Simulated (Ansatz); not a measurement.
# Al₂NH+ (quartet): from Hartree-Fock to the top rungs, cc-pVDZ

How much of the correlation energy of Al₂NH+ (quartet) does each wave-function method recover here?

Computed with Ansatz 0.2.0, Gaussian basis. Level: cc-pVDZ, core rule «outside noble gas», up to 11 orbitals frozen.

Plan: UHF; CCSD(T) on ROHF; CCSD(T) on UHF; BCCD(T) on ROHF; CISD; CCSDT(Q) on ROHF; CCSDT(Q) on UHF.

31 further runs of the same task are left out: 13 that didn't finish, 18 set aside as unsound or not needed.

## (1) What is computed

The geometry is a PBE0/def2-TZVP stationary point (not a proven minimum) of the parent state, kept for this charge and spin.

4 atoms, charge 1, spin multiplicity 4.

Atoms are counted from 1 here; the program's logs count them from 0.

Bond lengths: Al1–Al2 2.572 Å, Al2–N3 1.700 Å, N3–H4 1.014 Å. Angles: Al1–Al2–N3 162.7°, Al2–N3–H4 127.4°.

## (2) UHF

Contents of in.yaml:

```yaml
crystal:
  periodic: [false, false, false]
  atoms:
    - {symbol: Al, position_ang: [-0.000005, -0.119480, 2.946938]}
    - {symbol: Al, position_ang: [-0.000014, 0.077838, 0.382282]}
    - {symbol: N, position_ang: [-0.000007, -0.302525, -1.274166]}
    - {symbol: H, position_ang: [0.000027, 0.344168, -2.055055]}
basis:
  gaussian: {orbitals: cc-pVDZ}
total_charge: 1
magnetization: {spin_polarized: true, initial_magnetization: 3}
hamiltonian: {xc: hf}
output: {orbitals: {seedname: orbitals}}
```

On the command line:

```console
> ansatz run in.yaml --threads 1 --pin off --events-out ev --progress --plain --max-ram 2393MiB
```

After this run come: CCSD(T) on ROHF; CCSD(T) on UHF; BCCD(T) on ROHF; CISD; CCSDT(Q) on ROHF; CCSDT(Q) on UHF.

Q: Predict the results of all the runs planned. Wanted: UCCSDT(Q) below the RHF energy; RMP2 from UCCSDT(Q); UMP2 from UCCSDT(Q); RCCSD from UCCSDT(Q); RCCSD(T) from UCCSDT(Q); UCCSD(T) from UCCSDT(Q); RCCSDT(Q) from UCCSDT(Q); T1 diagnostic.

The runs gave:

```
                         quantity                      value
   UCCSDT(Q) below the RHF energy                 -6.6472 eV
              RMP2 from UCCSDT(Q)            +27.79 kcal/mol
              UMP2 from UCCSDT(Q)            +27.27 kcal/mol
             RCCSD from UCCSDT(Q)             +6.46 kcal/mol
          RCCSD(T) from UCCSDT(Q)             +1.74 kcal/mol
          UCCSD(T) from UCCSDT(Q)             +1.70 kcal/mol
         RCCSDT(Q) from UCCSDT(Q)             +0.06 kcal/mol
levels within 1 kcal/mol (43 meV)  RCCSDT, UCCSDT, RCCSDT(Q)
                    T1 diagnostic                      0.044
```

RCCSD(T) lands +1.74 kcal/mol from the yardstick (1.1 % of the correlation energy). These misses are within one basis, not against nature; the frozen cores of restricted and unrestricted runs differ, which can shift their rows.
